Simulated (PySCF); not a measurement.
Work out the structure from these simulated measurements.

Formula: C4H4N2.

| Item | Value |
| --- | --- |
| UV, first state | lowest singlet excitation: 3.48 eV (356 nm, f = 0.004) [TDDFT PBE0/def2-SVPD] |
| UV, strongest line | among the 10 lowest singlet transitions: S9 at 7.45 eV (166 nm, f = 0.377) [TDDFT PBE0/def2-SVPD] |
| Rotational structure | rotational constants A, B, C: 6.286, 6.012, 3.073 GHz [PBE0-D3(BJ)/def2-SVP] |
| Dipole | 4.21 D [PBE0/def2-SVPD] |
| XPS | C1s 291.5 (×2), C1s 291.8 (×2), N1s 405.7 (×2) eV [ΔSCF SCAN, pcX-2 on the ionised atom, pcseg-1 elsewhere, spin-free X2C] |
| Polarisability | 56.6 au [PBE0/def2-SVPD] |

The electronic properties come from PySCF, for the isolated species, density fitting. Levels stand in brackets. Geometry: PBE0-D3(BJ)/def2-SVP; no solvent, vibrations or thermal averaging.

Question: Give a SMILES that accounts for the data.

Answer: Numbering: `[cH:1]1[cH:2][cH:3][n:4][n:5][cH:6]1`. Its formula, C4H4N2, gives 4 degrees of unsaturation: 1 ring and 3 π bonds in the structure found (Kekulé form). The core levels belong to: C1s 291.5 eV, aromatic CH carbon [C1/C2]; C1s 291.8 eV, aromatic CH next to a ring nitrogen [C3/C6]; N1s 405.7 eV, pyridine-type nitrogen [N4/N5]. The hole state at 291.5 eV has ⟨S²⟩ = 0.83 against 0.75, so that value is less sure. S1 is mainly HOMO→LUMO (weight 0.99); the largest Löwdin shares of the orbital it empties are 0.39 on each of 2 atoms of one kind (pyridine-type nitrogen) and 0.08 on each of 2 atoms of one kind (aromatic CH next to a ring nitrogen), of the orbital it fills 0.21 on each of 2 atoms of one kind (pyridine-type nitrogen) and 0.20 on each of 2 atoms of one kind (aromatic CH carbon). The optimised geometry has point group C2v and is an asymmetric top. Structure: pyridazine (`C1=CC=NN=C1`). Computed isomers that give other values at the same levels: `N#CCCC#N` (core binding energies: C1s 293.0 (×2), C1s 293.3 (×2), N1s 405.8 (×2) eV); `N#CCC1=NC1` (rotational constant A: 10.851 GHz; this holds for the one conformer computed); `C=NC(=C)C#N` (rotational constant A: 5.007 GHz; this holds for the one conformer computed). The assignments are read from this structure; whether some other isomer fits the data as well wasn't checked.
